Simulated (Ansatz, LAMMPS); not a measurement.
**Ladder of methods for the c axis length of hcp Zr**

Reference value: 5.148 Å (measured, 293 K, not corrected to a static lattice; as tabulated in Wikipedia's data pages).

| level (code) | value (Å) |
|---|---|
| COMB comb3 (LAMMPS) | 5.155 |
| LDA (Ansatz) | 5.083 |
| PBE (Ansatz) | (withheld) |
| PBE-D4 (Ansatz) | 5.148 |
| r²SCAN0 (Ansatz) | 5.125 |

**Question.** Some entries are withheld; supply them.

**Answer.** 
- PBE (Ansatz, a quantum-chemistry and plane-wave program), value (Å): 5.169

Differences against the reference: COMB comb3 +0.14 %, LDA -1.26 %, PBE +0.41 %, PBE-D4 0.00 %, r²SCAN0 -0.45 %.

The reference is not for a static lattice or low temperature, so close values are not ranked against it.

The reference isn't brought to a static lattice, while the calculations are for one, so the differences are not the levels' errors alone.  K meshes differ between the levels. Ansatz's density-functional and Hartree–Fock values are scalar-relativistic unless marked +SOC, with PAW data made under PBE.

Empirical potentials (COMB comb3) are fitted to chosen data: where that held the value shown, agreement is built in, and what lay outside the fit can be far off.

Differences are worked out from the printed values.
